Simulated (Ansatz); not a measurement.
**Rock-salt CaO: Voigt–Reuss–Hill shear modulus by level of theory**

No measured value is used here.

| level (code) | value (GPa) | cell (Å³/atom) |
|---|---|---|
| LDA (Ansatz) | ___ | 13.04 |
| PBE (Ansatz) | ___ | 14.09 |
| r²SCAN (Ansatz) | 81.9 | 13.78 |
| LC-ωPBE (Ansatz) | 82.7 | 13.83 |
| r²SCANh (Ansatz) | 83.4 | 13.72 |
| Hartree–Fock (Ansatz) | 83.7 | 14.33 |

Q: Fill in the missing entries.

A: 
- LDA (Ansatz, an electronic-structure program), value (GPa): 87.0
- PBE (Ansatz), value (GPa): 74.1

Each level is taken at its own relaxed cell. Cutoffs differ between the levels. Ansatz's density-functional and Hartree–Fock values are scalar-relativistic unless marked +SOC, with PAW data made under PBE.
